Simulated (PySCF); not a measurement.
**Name the molecule from its bond curve**

A diatomic of charge +1 contains P. Its triplet curve at PBE0 in a triple-zeta basis (no relativity, PySCF), in eV from the separated fragments:

R (Å), E (eV) and a bar:
```
    1.910     -2.089 ##########################
    1.999     -2.665 ############
    2.088     -2.981 ####
    2.154     -3.092 #
    2.221     -3.121 
    2.288     -3.089 #
    2.377     -2.974 ####
    2.487     -2.753 #########
    2.621     -2.422 ##################
    2.799     -1.941 ##############################
```

The fit gives ωe = 513 cm⁻¹ and the rotational constant Bₑ = 0.2334 cm⁻¹.

**Question.** Which atom is the partner?

**Answer.** The minimum lies at 2.217 Å, so the reduced mass is 16.8576 u Å² cm⁻¹/(Bₑ·Re²) = 14.69 u. With P at 30.97 u the partner weighs about 27.9 u: Si. The molecule is SiP⁺.

The state is the lowest determinant that a PBE0 search found; another state may lie lower at other levels.
